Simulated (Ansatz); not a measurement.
**AlH3: molecular dynamics**

The plan is to let a guess near a reaction's saddle point go and see which way it falls. Runs: 150 steps of 0.5 fs at constant energy, with velocities drawn for 600 K; 150 steps of 0.5 fs at constant energy, with velocities drawn for 100 K. Reaction type: 1,1-elimination.

Method: UKS CAM-B3LYP-D4/def2-SVP, in Ansatz 0.2.0.

## (1) The starting structure

Bond lengths: Al1–H4 1.654 Å.

Coordinates:

```xyz
4

Al   -1.1394    0.2481   -0.3739
H     0.7726   -0.1323   -0.8448
H     0.7607   -0.1581    0.1306
H    -0.3939    0.0424    1.0882
```

## (2) Run 1

150 steps of 0.5 fs at constant energy, with velocities drawn for 600 K.

File input.yaml:

```yaml
crystal:
  periodic: [false, false, false]
  atoms:
    - { symbol: Al, position_ang: [-1.1394, 0.2481, -0.3739] }
    - { symbol: H, position_ang: [0.7726, -0.1323, -0.8448] }
    - { symbol: H, position_ang: [0.7607, -0.1581, 0.1306] }
    - { symbol: H, position_ang: [-0.3939, 0.0424, 1.0882] }
magnetization:
  spin_polarized: true
basis:
  gaussian: { orbitals: def2-SVP }
hamiltonian:
  xc: cam_b3lyp
  dispersion: d4
md:
  timestep: 0.5
  n_steps: 150
  ensemble: nve
  temperature: 600.0
  initial_velocities: maxwell_boltzmann
  seed: 89320
```

On the command line:

```
$ ansatz run input.yaml --threads 1 --pin off --max-ram 2048MiB --backend cpu --events-out ev --progress --plain --runs-dir out
```

Log, cut to the lines that bear on the results:

```text
Warning: RAYON_NUM_THREADS=1 ignored (pool sized by the plan → 1); use --threads N
[...]
Functional definition: CAM-B3LYP
[...]
339 factors; integrals over basis functions are off by at most 3.5e-4 eV
145 factors; integrals over basis functions are off by at most 3.5e-6 eV
[...]
mean field -6640.88910932 eV, -244.0481734114 hartree, gradient 3.0e-5 eV, S^2 0.000000; 1 other end points of the search recorded, 0 dependent functions left out
[...]
reference -6640.88920194 eV, -244.0481768148 hartree; 8, 8 occupied and 25, 25 virtual orbitals, 339 factors
md step     0: t =     0.00 fs  T =   600.0 K  F+E_penalty+E_count = -6640.93243153 eV  E_kin = 0.155112 eV  conserved = -6640.77731953 eV  (31 SCF iters)
[...]
md step    18: t =     9.00 fs  T =  1309.9 K  F+E_penalty+E_count = -6641.11738376 eV  E_kin = 0.338639 eV  conserved = -6640.77874475 eV  (25 SCF iters, 3 dispersion substeps)
[...]
md step    36: t =    18.00 fs  T =   865.8 K  F+E_penalty+E_count = -6640.99988519 eV  E_kin = 0.223825 eV  conserved = -6640.77605984 eV  (25 SCF iters, 3 dispersion substeps)
[...]
md step    54: t =    27.00 fs  T =   538.6 K  F+E_penalty+E_count = -6640.91418516 eV  E_kin = 0.139228 eV  conserved = -6640.77495741 eV  (23 SCF iters, 3 dispersion substeps)
[...]
md step    72: t =    36.00 fs  T =  1024.4 K  F+E_penalty+E_count = -6641.04233593 eV  E_kin = 0.264840 eV  conserved = -6640.77749595 eV  (25 SCF iters, 3 dispersion substeps)
md step    73: t =    36.50 fs  T =  1431.5 K  F+E_penalty+E_count = -6641.15065392 eV  E_kin = 0.370074 eV  conserved = -6640.78057957 eV  (24 SCF iters, 3 dispersion substeps)
md step    74: t =    37.00 fs  T =  1747.8 K  F+E_penalty+E_count = -6641.23670664 eV  E_kin = 0.451852 eV  conserved = -6640.78485511 eV  (24 SCF iters, 3 dispersion substeps)
```

## (3) More of the same log: dynamics from the start

Output, continued, cut to the lines that bear on the results:

```text
md step    75: t =    37.50 fs  T =  1760.5 K  F+E_penalty+E_count = -6641.24352471 eV  E_kin = 0.455126 eV  conserved = -6640.78839876 eV  (25 SCF iters, 3 dispersion substeps)
[...]
md step    94: t =    47.00 fs  T =   497.7 K  F+E_penalty+E_count = -6640.89848175 eV  E_kin = 0.128673 eV  conserved = -6640.76980886 eV  (24 SCF iters, 3 dispersion substeps)
[...]
md step   113: t =    56.50 fs  T =  1696.4 K  F+E_penalty+E_count = -6641.22475946 eV  E_kin = 0.438557 eV  conserved = -6640.78620231 eV  (21 SCF iters, 3 dispersion substeps)
[...]
md step   132: t =    66.00 fs  T =   528.5 K  F+E_penalty+E_count = -6640.91227465 eV  E_kin = 0.136636 eV  conserved = -6640.77563818 eV  (24 SCF iters, 3 dispersion substeps)
[...]
md step   149: t =    74.50 fs  T =   376.6 K  F+E_penalty+E_count = -6640.87235868 eV  E_kin = 0.097364 eV  conserved = -6640.77499483 eV  (25 SCF iters, 3 dispersion substeps)
[...]
md step   150: t =    75.00 fs  T =   497.7 K  F+E_penalty+E_count = -6640.90418034 eV  E_kin = 0.128668 eV  conserved = -6640.77551195 eV  (35 SCF iters, 3 dispersion substeps)
Total energy: -6640.90428759 eV, -244.0487312022 hartree
Atom 0 at    -1.287937     0.281946    -0.357284 Å, force    -0.122650     0.074823    -0.632939 eV/Å
Atom 1 at     2.638379    -0.712644    -0.865967 Å, force     2.957239     0.716224     1.799827 eV/Å
Atom 2 at     3.408621    -0.526410    -0.395489 Å, force    -2.974805    -0.712956    -1.802777 eV/Å
Atom 3 at    -0.931648     0.085097     1.190692 Å, force     0.140215    -0.078091     0.635889 eV/Å
Dipole moment:     0.018430    -0.004593     0.058810 e Å
```

Run time: 58 s. Hardware: 1 thread of Intel Xeon 6975P-C (Granite Rapids), shared host; peak memory 0.11 GiB.

## (4) Frames and traces

One step in 6; energies are changes from step 0:

```csv
time (fs),T (K),potential energy change (meV/atom),total energy change (meV/atom),H3–H2 (Å),Al1–H2 (Å),Al1–H3 (Å)
0.0,600,0.0,0.00,0.98,2.01,2.01
3.0,1016,-27.0,-0.09,0.93,2.08,2.07
6.0,531,5.9,1.47,0.66,2.15,2.11
9.0,1310,-46.2,-0.36,0.89,2.29,2.20
12.0,1430,-54.0,-0.38,0.88,2.40,2.29
15.0,750,-8.4,1.28,0.65,2.47,2.40
18.0,866,-16.9,0.32,0.92,2.60,2.52
21.0,1904,-86.2,-1.91,0.79,2.68,2.64
24.0,1693,-73.2,-2.60,0.71,2.75,2.77
27.0,539,4.6,0.59,0.94,2.84,2.93
30.0,1424,-55.2,-1.98,0.69,2.92,3.03
33.0,1723,-73.9,-1.35,0.82,2.98,3.19
36.0,1024,-27.5,-0.04,0.89,3.06,3.33
39.0,572,3.8,2.00,0.64,3.16,3.40
42.0,877,-17.7,0.18,0.91,3.20,3.60
45.0,1743,-75.9,-2.04,0.79,3.30,3.68
48.0,1586,-66.6,-2.80,0.72,3.39,3.78
51.0,517,5.9,0.52,0.93,3.42,3.96
54.0,1119,-34.9,-1.42,0.67,3.57,3.98
57.0,1422,-54.2,-1.05,0.84,3.60,4.14
60.0,1160,-36.6,-0.42,0.87,3.68,4.26
63.0,623,-0.5,1.03,0.65,3.83,4.28
66.0,529,5.0,0.42,0.92,3.83,4.48
69.0,1718,-75.0,-2.69,0.76,3.97,4.51
72.0,1749,-77.1,-2.80,0.75,4.06,4.61
75.0,498,7.1,0.45,0.92,4.08,4.77
```

time (fs), T (K) and a bar:
```
      0.0        600 ###
      3.5       1308 #################
      6.5        669 #####
     10.0        753 ######
     13.0       1932 ##############################
     16.5       1851 ############################
     19.5        846 ########
     23.0        680 #####
     26.0        877 #########
     29.5       1836 ############################
     32.5       1911 ##############################
     36.0       1024 ############
     39.0        572 ###
     42.5        593 ###
     45.5       1698 #########################
     49.0       1551 ######################
     52.0       1122 ##############
     55.5       1081 #############
     58.5        437 
     62.0        989 ###########
     65.0       1329 ##################
     68.5       1569 #######################
     71.5       1386 ###################
     75.0        498 #
```

Bonds that form or break, judged by distance (formed within 1.15 times the sum of covalent radii and held on average over 12 fs, broken when stretched by half; pairs already stretched at the start don't count as bonds):

```csv
time (fs),bond,event
4.0,H2–H3,forms
```

## (5) Frames from the trajectory

Positions (Å) and forces (eV/Å):

```xyz
4
time_fs=9.5 T=987 dE=-0.0995
Al   -1.154    0.250   -0.372    0.153    0.013    0.325
H     1.073   -0.134   -0.892   -0.462   -0.488    2.785
H     0.966   -0.270    0.019    0.410    0.514   -2.684
H    -0.517    0.098    1.208   -0.102   -0.039   -0.425
4
time_fs=19.0 T=638 dE=-0.0075
Al   -1.169    0.254   -0.366   -0.218    0.075   -0.571
H     1.351   -0.202   -0.982   -0.278   -0.480    3.512
H     1.308   -0.329   -0.051    0.214    0.491   -3.376
H    -0.737    0.139    1.185    0.283   -0.086    0.435
4
time_fs=28.0 T=1072 dE=-0.1221
Al   -1.188    0.258   -0.367    0.090   -0.032    0.528
H     1.555   -0.289   -0.995    0.451   -0.248    2.957
H     1.700   -0.365   -0.115   -0.493    0.256   -2.900
H    -0.807    0.133    1.311   -0.049    0.025   -0.585
4
time_fs=37.5 T=1761 dE=-0.3111
Al   -1.209    0.263   -0.362   -0.159    0.059   -0.703
H     1.786   -0.382   -0.913   -0.373    0.025   -0.867
H     2.081   -0.399   -0.235    0.352   -0.021    0.879
H    -0.873    0.130    1.193    0.180   -0.063    0.690
4
time_fs=47.0 T=498 dE=0.0340
Al   -1.231    0.269   -0.365    0.149   -0.064    0.603
H     2.034   -0.465   -0.843   -3.828   -0.256   -5.162
H     2.418   -0.439   -0.330    3.807    0.260    5.160
H    -0.861    0.103    1.315   -0.128    0.060   -0.601
4
time_fs=56.0 T=1602 dE=-0.2706
Al   -1.249    0.273   -0.359   -0.139    0.072   -0.713
H     2.232   -0.542   -0.849   -1.111   -0.146   -1.086
H     2.752   -0.473   -0.349    1.090    0.150    1.083
H    -0.899    0.104    1.187    0.159   -0.075    0.717
4
time_fs=65.5 T=893 dE=-0.0759
Al   -1.270    0.278   -0.363    0.164   -0.077    0.587
H     2.409   -0.631   -0.877    2.420    0.455    1.795
H     3.115   -0.498   -0.350   -2.442   -0.451   -1.799
H    -0.885    0.079    1.308   -0.141    0.073   -0.582
4
time_fs=75.0 T=498 dE=0.0283
Al   -1.288    0.282   -0.357   -0.123    0.075   -0.633
H     2.638   -0.713   -0.866    2.957    0.716    1.800
H     3.409   -0.526   -0.396   -2.975   -0.713   -1.803
H    -0.932    0.085    1.191    0.140   -0.078    0.636
```

On run 1: At the last frame the bonds meant to form are there and those meant to break are gone: it fell to the products. The temperature starts at 600 K and averages 1094 K in the second half, where it ranges from 363 to 1870 K; the start was no minimum (force components up to 2.1 eV/Å), and the potential energy that it sheds (33 meV/atom) turns into motion, which in so few atoms is no thermal temperature. The total energy strays from its start by at most 2.90 meV/atom, 4.0 % of the mean kinetic energy, fair for a step of 0.5 fs. The bonding pattern changes, first at 4.0 fs: H2–H3 forms. By that distance rule the pieces at the end are AlH + H2; a long dative bond can count as broken.

## (6) Run 2

150 steps of 0.5 fs at constant energy, with velocities drawn for 100 K.

Changes to input.yaml since step 2:

```diff
@@ -18,4 +18,4 @@
   ensemble: nve
-  temperature: 600.0
+  temperature: 100.0
   initial_velocities: maxwell_boltzmann
-  seed: 89320
+  seed: 591543
```

On the command line:

```
$ ansatz run input.yaml --threads 1 --pin off --max-ram 2048MiB --backend cpu --events-out ev --progress --plain --runs-dir out
```

Log, cut to the lines that bear on the results:

```text
Warning: RAYON_NUM_THREADS=1 ignored (pool sized by the plan → 1); use --threads N
[...]
[... 1 set-up line as earlier in the session ...]
[...]
339 factors; integrals over basis functions are off by at most 3.5e-4 eV
145 factors; integrals over basis functions are off by at most 3.5e-6 eV
[...]
mean field -6640.88910932 eV, -244.0481734114 hartree, gradient 3.0e-5 eV, S^2 0.000000; 1 other end points of the search recorded, 0 dependent functions left out
[...]
reference -6640.88920194 eV, -244.0481768148 hartree; 8, 8 occupied and 25, 25 virtual orbitals, 339 factors
md step     0: t =     0.00 fs  T =   100.0 K  F+E_penalty+E_count = -6640.93243153 eV  E_kin = 0.025852 eV  conserved = -6640.90657953 eV  (31 SCF iters)
[...]
md step    19: t =     9.50 fs  T =   338.1 K  F+E_penalty+E_count = -6640.99355654 eV  E_kin = 0.087403 eV  conserved = -6640.90615313 eV  (25 SCF iters, 3 dispersion substeps)
[...]
md step    38: t =    19.00 fs  T =   794.8 K  F+E_penalty+E_count = -6641.11190878 eV  E_kin = 0.205482 eV  conserved = -6640.90642689 eV  (25 SCF iters, 3 dispersion substeps)
[...]
md step    57: t =    28.50 fs  T =  1314.2 K  F+E_penalty+E_count = -6641.25093229 eV  E_kin = 0.339752 eV  conserved = -6640.91117987 eV  (25 SCF iters, 3 dispersion substeps)
[...]
md step    74: t =    37.00 fs  T =  1341.7 K  F+E_penalty+E_count = -6641.26025542 eV  E_kin = 0.346865 eV  conserved = -6640.91339028 eV  (22 SCF iters, 3 dispersion substeps)
md step    75: t =    37.50 fs  T =  1150.3 K  F+E_penalty+E_count = -6641.21002417 eV  E_kin = 0.297376 eV  conserved = -6640.91264865 eV  (24 SCF iters, 3 dispersion substeps)
```

## (7) The output, continued: dynamics from the start

Output, continued, cut to the lines that bear on the results:

```text
md step    76: t =    38.00 fs  T =   784.4 K  F+E_penalty+E_count = -6641.11010808 eV  E_kin = 0.202781 eV  conserved = -6640.90732667 eV  (24 SCF iters, 3 dispersion substeps)
[...]
md step    94: t =    47.00 fs  T =   685.2 K  F+E_penalty+E_count = -6641.08306263 eV  E_kin = 0.177134 eV  conserved = -6640.90592873 eV  (23 SCF iters, 3 dispersion substeps)
[...]
md step   112: t =    56.00 fs  T =  1305.3 K  F+E_penalty+E_count = -6641.25103656 eV  E_kin = 0.337451 eV  conserved = -6640.91358597 eV  (23 SCF iters, 3 dispersion substeps)
[...]
md step   130: t =    65.00 fs  T =   889.3 K  F+E_penalty+E_count = -6641.13789682 eV  E_kin = 0.229906 eV  conserved = -6640.90799097 eV  (22 SCF iters, 3 dispersion substeps)
[...]
md step   148: t =    74.00 fs  T =   466.8 K  F+E_penalty+E_count = -6641.02607563 eV  E_kin = 0.120674 eV  conserved = -6640.90540127 eV  (22 SCF iters, 3 dispersion substeps)
[...]
md step   149: t =    74.50 fs  T =   532.0 K  F+E_penalty+E_count = -6641.04330171 eV  E_kin = 0.137525 eV  conserved = -6640.90577630 eV  (21 SCF iters, 3 dispersion substeps)
[...]
md step   150: t =    75.00 fs  T =   737.4 K  F+E_penalty+E_count = -6641.09769721 eV  E_kin = 0.190620 eV  conserved = -6640.90707744 eV  (43 SCF iters, 3 dispersion substeps)
Total energy: -6641.09780413 eV, -244.0558428041 hartree
Atom 0 at    -1.276078     0.271850    -0.355289 Å, force    -0.009145     0.002093    -0.282168 eV/Å
Atom 1 at     2.753263    -0.329451    -0.998977 Å, force     1.160991    -1.397897     1.784648 eV/Å
Atom 2 at     3.149287    -0.802797    -0.392602 Å, force    -1.179961     1.401668    -1.784478 eV/Å
Atom 3 at    -1.104635     0.248522     1.267421 Å, force     0.028115    -0.005864     0.281999 eV/Å
Dipole moment:     0.009200    -0.004019     0.032889 e Å
```

Run time: 59 s. Hardware: 1 thread of Intel Xeon 6975P-C (Granite Rapids), shared host; peak memory 0.11 GiB.

## (8) Frames and traces

The trajectory, every 11 steps (energies from step 0):

```csv
time (fs),T (K),potential energy change (meV/atom),total energy change (meV/atom),H3–H2 (Å),Al1–H2 (Å),Al1–H3 (Å)
0.0,100,0.0,0.00,0.98,2.01,2.01
5.5,375,-17.8,-0.01,0.71,2.05,1.93
11.0,811,-46.2,-0.28,0.88,2.20,2.03
16.5,1211,-72.5,-0.65,0.84,2.26,2.30
22.0,836,-47.2,0.34,0.68,2.36,2.55
27.5,854,-48.9,-0.13,0.88,2.46,2.86
33.0,1154,-68.8,-0.68,0.83,2.61,3.09
38.5,547,-27.9,1.01,0.66,2.84,3.25
44.0,1063,-62.8,-0.56,0.84,2.98,3.52
49.5,796,-45.1,-0.15,0.87,3.17,3.73
55.0,754,-42.5,-0.19,0.68,3.43,3.85
60.5,1303,-79.3,-1.56,0.78,3.60,4.07
66.0,480,-24.3,0.28,0.89,3.78,4.29
71.5,1246,-75.9,-1.84,0.74,4.02,4.41
75.0,737,-41.3,-0.12,0.87,4.12,4.55
```

time (fs), T (K) and a bar:
```
      0.0        100 
      3.5        800 #################
      6.5        859 ##################
     10.0        411 #######
     13.0       1042 #######################
     16.5       1211 ###########################
     19.5       1026 ######################
     23.0        940 ####################
     26.0        669 ##############
     29.5       1175 ##########################
     32.5       1351 ##############################
     36.0       1048 #######################
     39.0        677 ##############
     42.5        555 ###########
     45.5       1107 ########################
     49.0       1056 #######################
     52.0       1097 ########################
     55.5       1121 ########################
     58.5        489 #########
     62.0        569 ###########
     65.0        889 ###################
     68.5       1275 ############################
     71.5       1246 ###########################
     75.0        737 ###############
```

Bonds that form or break, judged by distance (formed within 1.15 times the sum of covalent radii and held on average over 12 fs, broken when stretched by half; pairs already stretched at the start don't count as bonds):

```csv
time (fs),bond,event
2.5,H2–H3,forms
```

## (9) Frames from the trajectory

Extended XYZ, with forces in eV/Å:

```xyz
4
time_fs=9.5 T=338 dE=-0.0611
Al   -1.141    0.249   -0.372   -0.363   -0.012    0.035
H     0.928   -0.218   -0.889   -0.581    0.519    2.350
H     0.773   -0.087    0.018    0.882   -0.618   -2.037
H    -0.507    0.030    1.189    0.063    0.110   -0.348
4
time_fs=19.0 T=795 dE=-0.1795
Al   -1.156    0.251   -0.368   -0.141    0.042   -0.398
H     1.045   -0.177   -0.922    0.455   -0.164    2.574
H     1.204   -0.236   -0.041   -0.508    0.172   -2.522
H    -0.676    0.094    1.172    0.193   -0.050    0.346
4
time_fs=28.0 T=1099 dE=-0.2604
Al   -1.175    0.254   -0.369    0.074   -0.008    0.389
H     1.223   -0.147   -0.864    0.907   -0.548    1.458
H     1.615   -0.385   -0.157   -0.907    0.550   -1.469
H    -0.751    0.138    1.270   -0.074    0.006   -0.378
4
time_fs=37.5 T=1150 dE=-0.2776
Al   -1.195    0.257   -0.365   -0.122    0.034   -0.402
H     1.528   -0.183   -0.794   -1.175    0.837   -1.495
H     1.947   -0.477   -0.296    1.187   -0.837    1.493
H    -0.850    0.179    1.216    0.110   -0.034    0.404
4
time_fs=47.0 T=685 dE=-0.1506
Al   -1.217    0.261   -0.365    0.065   -0.009    0.365
H     1.852   -0.230   -0.795   -2.544    2.026   -2.692
H     2.261   -0.555   -0.369    2.538   -2.023    2.691
H    -0.905    0.202    1.303   -0.059    0.006   -0.364
4
time_fs=56.0 T=1305 dE=-0.3186
Al   -1.236    0.264   -0.360   -0.041    0.010   -0.352
H     2.133   -0.254   -0.856   -0.140    0.123   -0.170
H     2.571   -0.646   -0.380    0.122   -0.119    0.169
H    -0.978    0.222    1.244    0.059   -0.014    0.354
4
time_fs=65.5 T=633 dE=-0.1374
Al   -1.257    0.268   -0.360    0.069   -0.009    0.313
H     2.425   -0.272   -0.945    1.454   -1.500    1.816
H     2.887   -0.746   -0.368   -1.479    1.505   -1.817
H    -1.033    0.235    1.317   -0.044    0.003   -0.312
4
time_fs=75.0 T=737 dE=-0.1653
Al   -1.276    0.272   -0.355   -0.009    0.002   -0.282
H     2.753   -0.330   -0.999    1.161   -1.398    1.785
H     3.149   -0.803   -0.393   -1.180    1.402   -1.784
H    -1.105    0.248    1.267    0.028   -0.006    0.282
```

Reading of run 2. At the last frame the bonds meant to form are there and those meant to break are gone: it fell to the products. The temperature starts at 100 K and averages 894 K in the second half, where it ranges from 467 to 1331 K; the start was no minimum (force components up to 2.1 eV/Å), and the potential energy that it sheds (52 meV/atom) turns into motion, which in so few atoms is no thermal temperature. The total energy strays from its start by at most 1.84 meV/atom, 3.2 % of the mean kinetic energy, fair for a step of 0.5 fs. Bonds change: the first event comes at 2.5 fs (H2–H3 forms). By that distance rule the pieces at the end are AlH + H2; a long dative bond can count as broken.

## (10) What came out

```
                                 quantity                                    value
                            run 1: length                      150 steps of 0.5 fs
  run 1: temperature, first and last step                            600 and 498 K
          run 1: temperature, second half          mean 1094 K, from 363 to 1870 K
     run 1: potential energy, second half  -33 meV/atom from this run's first step
run 1: largest change of the total energy                            2.90 meV/atom
            run 1: bonds formed or broken                                        1
                            run 2: length                      150 steps of 0.5 fs
  run 2: temperature, first and last step                            100 and 737 K
          run 2: temperature, second half           mean 894 K, from 467 to 1331 K
     run 2: potential energy, second half  -52 meV/atom from this run's first step
run 2: largest change of the total energy                            1.84 meV/atom
            run 2: bonds formed or broken                                        1
```

Mean temperatures of the second halves: 1094 K, 894 K. Bonds changed in run 1, run 2. Run 1: at the last frame the bonds meant to form are there and those meant to break are gone: it fell to the products. Run 2: at the last frame the bonds meant to form are there and those meant to break are gone: it fell to the products. 75 fs on 4 atoms is far too short and small for converged averages. The nuclei move classically, without zero-point motion, which matters most for hydrogen.
